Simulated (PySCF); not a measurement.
# BF: one state, many levels of theory

State: ¹Σ⁺ (singlet), closed shell. Set-up: PySCF, no relativity, basis sets B def2-TZVPPD, F def2-TZVPPD. De refers to B + F in their high-spin ground configurations, without counterpoise correction. A positive dipole means B(−)F(+).

| Level | Re (Å) | ωe (cm⁻¹) | De (eV) | μ (D) | CPU s a point (SCF and correlation, without the integrals) |
| --- | --- | --- | --- | --- | --- |
| RHF | 1.249 | 1493 | 5.94 | 0.95 | 0.17 |
| RHF-MP2 | 1.271 | 1401 | 8.07 | n/a | 0.25 |
| RHF-SCS-MP2 | 1.271 | 1401 | 7.85 | n/a | n/a |
| RHF-CCSD | 1.271 | 1405 | 7.53 | n/a | n/a |
| RHF-CCSD(T) | 1.274 | 1386 | 7.69 | n/a | 2.5 |
| PBE | 1.277 | 1350 | 8.07 | 1.01 | 0.48 |
| TPSS | 1.277 | 1355 | 7.74 | 1.02 | 0.68 |
| r²SCAN | 1.268 | 1394 | 7.82 | 1.06 | 0.63 |
| TPSSh | 1.272 | 1380 | 7.64 | 1.01 | 0.84 |
| B3LYP | 1.265 | 1400 | 7.79 | 0.96 | 0.71 |
| PBE0 | 1.264 | 1412 | 7.76 | 1.00 | 1.2 |
| BHandHLYP | 1.253 | 1460 | 7.42 | 0.95 | 0.51 |
| M06-2X | 1.262 | 1428 | 7.96 | 0.87 | 0.8 |
| ωB97X | 1.269 | 1395 | 7.81 | 1.00 | 0.89 |

(1) Which functional lies closest to RHF-CCSD(T) in De, which farthest, and by how much do they differ from it?

(2) What does a quarter of exact exchange do here, going from PBE to PBE0?

(3) What does the step from GGA to meta-GGA do here, going from PBE to r²SCAN?

Correlated steps freeze 2 core orbitals. Where the molecule has an RHF reference, its open-shell atoms are computed with UHF.

The whole job (state search and all levels along the bond) took about 2.2 min on 1 thread of Intel Xeon 6975P-C (shared host), peak memory 1.3 GiB.

Results:

(1) Closest is TPSS (+0.3 pm in Re, -2.2 % in ωe, +0.05 eV in De against RHF-CCSD(T) in the same basis), farthest PBE (+0.3 pm in Re, -2.6 % in ωe, +0.38 eV in De). CCSD(T) converges more slowly with the basis than the functionals do and binds too weakly in this one, so the order can change at the basis-set limit.

(2) PBE0 less PBE: -1.3 pm in Re, +4.6 % in ωe, -0.31 eV in De. Exact exchange removes part of the self-interaction that spreads semilocal densities, and in most molecules shortens and stiffens the bond and lowers De; so it does here.

(3) r²SCAN less PBE: -0.9 pm in Re, +3.3 % in ωe, -0.25 eV in De.
